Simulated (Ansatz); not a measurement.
Two isomers of C3H4FN: A = `C=NC(=C)F`, B = `FC1=CCN1`.

Isolated molecules relaxed with PBE0-D4/def2-TZVP in Ansatz; ΔE leaves out vibrations. CCSD(T)/CBS adds triple-zeta CCSD(T) − MP2 to the extrapolated MP2 energy (def2 sets, frozen cores). Functionals use def2-TZVPP. B3LYP here is the variant with VWN-RPA as its local correlation; programs differ in this. One conformer a species, not always the lowest.

A:

```xyz
9

C     1.572   -0.002    0.830
N     0.378    0.397    0.677
C    -0.390   -0.112   -0.341
C    -1.645    0.255   -0.566
F     0.188   -1.032   -1.140
H     2.153    0.421    1.646
H     2.049   -0.746    0.190
H    -2.093    0.992    0.083
H    -2.213   -0.172   -1.380
```

B:

```xyz
9

F    -0.903    1.927    0.964
C    -0.335    0.854    0.461
C     0.588   -0.024    0.853
C     0.370   -0.712   -0.475
N    -0.582    0.393   -0.834
H     1.296   -0.115    1.658
H    -0.121   -1.687   -0.431
H     1.221   -0.742   -1.157
H    -1.534    0.105   -1.040
```

(1) Which isomer does CCSD(T)/CBS put lower? Give the gap. (Estimate.)

(2) Give E(B) − E(A) in kJ/mol with LDA (SPW92), CCSD(T)/def2-SVP, ωB97M-V, MP2/def2-TZVPP, PBE0-D4, HF/def2-TZVPP, B3LYP-D4. (Best estimate.)

(3) Does the order hold for the free energy at 298.15 K (harmonic terms from PBE0-D4)? (An estimate is asked.)

Largest T1 diagnostic: 0.013.

## Answers

(1) Ansatz gave: A, by 57.0 kJ/mol.

(2) Computed: LDA (SPW92) 28.3, CCSD(T)/def2-SVP 67.8, ωB97M-V 51.4, MP2/def2-TZVPP 45.7, PBE0-D4 41.8, HF/def2-TZVPP 79.0, B3LYP-D4 72.8. None reverses the order clearly.

(3) Ansatz gave: Yes: G(B) − G(A) = +65.1 kJ/mol, for one conformer each.

From r2SCAN to r2SCAN0 (25 % exact exchange), in def2-TZVPP and without D4, E(B) − E(A) moves by −9.5 kJ/mol. At CCSD(T), def2-SVP lies +10.8 kJ/mol from the extrapolated value and def2-TZVPP +2.6 kJ/mol.
